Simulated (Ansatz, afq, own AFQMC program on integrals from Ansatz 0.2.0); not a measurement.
# BHBr, quartet in cc-pVDZ, levels against CCSDT(Q)

```yaml
atoms:
  - { symbol: B, position_ang: [0.0000, -0.3311, 3.1222] }
  - { symbol: Br, position_ang: [0.0000, 0.0329, -0.4603] }
  - { symbol: H, position_ang: [0.0000, 0.9427, 3.0056] }
```

Connectivity, by distances: BH ··· Br.

Basis cc-pVDZ. Only valence electrons are correlated. AFQMC by an in-house program on the Cholesky factors that Ansatz 0.2.0 writes for its CCSD(T) run. The CISD trial takes its coefficients from CCSD amplitudes. Released means that phaseless walkers are propagated on without the constraint, phases kept. Uncertainties: one standard error, sampling alone. No spin–orbit coupling.

Determinant: UHF, the one that the program's search chose, which needn't be the lowest solution. The geometry is a point of a scan.

No full CI on the walks' own integrals is used here; CCSDT(Q) serves as the reference and is uncertain by about the last step of the cluster series.

Cautions: no relativity below Rb; no spin-orbit coupling; inner d shell frozen; lower spins were not checked; the released energies move by 1.5 errors or more from one time to the next, so no released level is given (meV from the phaseless value at times in 1/Eh: -1 ± 6 at 0.24, -6 ± 7 at 0.51, -2 ± 7 at 0.99, 5 ± 5 at 1.62, -28 ± 9 at 2.40).

The T1 diagnostic is 0.0125 and the weight of the determinant in the CISD state is 0.913. The ⟨S²⟩ of the determinant is 3.758. The size of the correlated space is 11 electrons in 31 orbitals.

Reference: CCSDT(Q), correlation energy -4.539 eV.

```csv
level,E − E(reference) (kJ/mol),share of correlation (%)
HF,437.9,0.00
MP2,84.4,80.73
CCSD,7.3,98.34
CCSD(T),2.3,99.48
CCSDT,0.5,99.88
ph-AFQMC/HF,-4.0 ± 3.4,100.91
ph-AFQMC/CISD,0.3 ± 0.7,99.93
```

A walk keeps the symmetry of its determinant, which the program's search chose and which needn't be the lowest solution, so a lower state of the same spin and another symmetry isn't excluded.
